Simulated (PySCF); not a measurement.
Isomers of C6H12. Theory: PBE0-D3(BJ)/def2-SVP geometry optimisation, gas phase in PySCF 2.14.0. Energies are electronic, without zero-point or thermal terms, for one conformer each. No frequencies were run at this level. Point groups hold within 0.08 Å.

**Question.** Rank from lowest to highest electronic energy at this level (kJ/mol).
A. `[CH2:1]=[C:2]([CH2:3][CH3:4])[CH2:5][CH3:6]` with C1–C2–C3–C4 122°, C1–C2–C5–C6 122°
B. `[CH2:1]1[CH2:2][CH2:3][CH2:4][CH2:5][CH2:6]1` with C6–C1–C2–C3 54°, C1–C2–C3–C4 -54°, C2–C3–C4–C5 54°, C3–C4–C5–C6 -54° (cyclohexane)
C. `[CH3:1][C@H:2]1[CH2:3][C@H:4]([CH3:5])[CH2:6]1` with C1–C2–C3–C4 139°, C2–C3–C4–C5 99°, C3–C4–C6–C2 17°, C1–C2–C6–C4 -139°
D. `[CH3:1]/[CH:2]=[CH:3]\[CH:4]([CH3:5])[CH3:6]` with C2–C3–C4–C5 -119°
E. `[CH3:1][C:2]1([CH3:3])[CH2:4][CH2:5][CH2:6]1` with C1–C2–C4–C5 -96°, C2–C4–C5–C6 -17°, C4–C5–C6–C2 17°, C1–C2–C6–C5 96°
F. `[CH3:1][CH2:2][CH2:3][CH:4]1[CH2:5][CH2:6]1` with C1–C2–C3–C4 180°, C2–C3–C4–C5 84°
G. `[CH3:1][CH2:2]/[CH:3]=[CH:4]\[CH2:5][CH3:6]` with C1–C2–C3–C4 113°, C3–C4–C5–C6 113° (cis-3-hexene)
H. `[CH3:1][CH2:2]/[CH:3]=[CH:4]/[CH2:5][CH3:6]` with C1–C2–C3–C4 118°, C3–C4–C5–C6 118°
I. `CC(C)=C(C)C` (2,3-dimethyl-2-butene)
J. `[CH2:1]=[C:2]([CH3:3])[CH:4]([CH3:5])[CH3:6]` with C1–C2–C4–C5 112°

**Answer.** B (0.0), I (89.9), E (96.2), C (97.4), J (100.4), D (102.7), H (103.2), A (103.6), G (107.4), F (114.1).

As drawn, the highest has a three-membered ring, which the lowest lacks. Neighbours under 10 kJ/mol apart (CC(C)=C(C)C and CC1(C)CCC1; CC1(C)CCC1 and C[C@H]1C[C@H](C)C1; C[C@H]1C[C@H](C)C1 and C=C(C)C(C)C; C=C(C)C(C)C and C/C=C\C(C)C; others) can change places with a better method, another conformer or zero-point energy. CC/C=C/CC and CC/C=C\CC are stereoisomers, 4.2 kJ/mol apart in the conformers taken.

```csv
SMILES,E (Eh),E rel (kJ/mol),dipole (D),point group,"A, B, C (MHz)"
C1CCCCC1,-235.43651,0.0,0.00,D3d,"4328, 4326, 2471"
CC(C)=C(C)C,-235.40228,89.9,0.00,near D2h,"4486, 2977, 1873"
CC1(C)CCC1,-235.39987,96.2,0.05,Cs,"4997, 3109, 2840"
C[C@H]1C[C@H](C)C1,-235.39940,97.4,0.04,Cs,"7810, 2319, 2117"
C=C(C)C(C)C,-235.39827,100.4,0.53,near Cs,"4433, 2542, 2443"
C/C=C\C(C)C,-235.39740,102.7,0.31,Cs,"5691, 1985, 1820"
CC/C=C/CC,-235.39721,103.2,0.01,C2,"9335, 1362, 1285"
C=C(CC)CC,-235.39703,103.6,0.58,C2,"3825, 2969, 1971"
CC/C=C\CC,-235.39560,107.4,0.25,C2,"8213, 1550, 1473"
CCCC1CC1,-235.39304,114.1,0.13,C1,"10457, 1617, 1543"
```

**Question.** How do the relative energies change in single points at PBE0/pcSseg-1 (no added dispersion term) on the same geometries?

**Answer.** 
| SMILES | PBE0-D3(BJ)/def2-SVP (kJ/mol) | PBE0/pcSseg-1 (kJ/mol) | shift |
| --- | --- | --- | --- |
| C1CCCCC1 | 0.0 | 0.0 | 0.0 |
| CC(C)=C(C)C | 89.9 | 79.4 | -10.5 |
| CC1(C)CCC1 | 96.2 | 89.9 | -6.3 |
| C[C@H]1C[C@H](C)C1 | 97.4 | 91.5 | -5.9 |
| C=C(C)C(C)C | 100.4 | 87.6 | -12.8 |
| C/C=C\C(C)C | 102.7 | 88.6 | -14.1 |
| CC/C=C/CC | 103.2 | 87.6 | -15.6 |
| C=C(CC)CC | 103.6 | 91.2 | -12.4 |
| CC/C=C\CC | 107.4 | 93.1 | -14.3 |
| CCCC1CC1 | 114.1 | 106.2 | -7.9 |

Each column counts from its own lowest isomer. The lowest isomer stays, but the order above it changes; the largest shift is 15.6 kJ/mol.
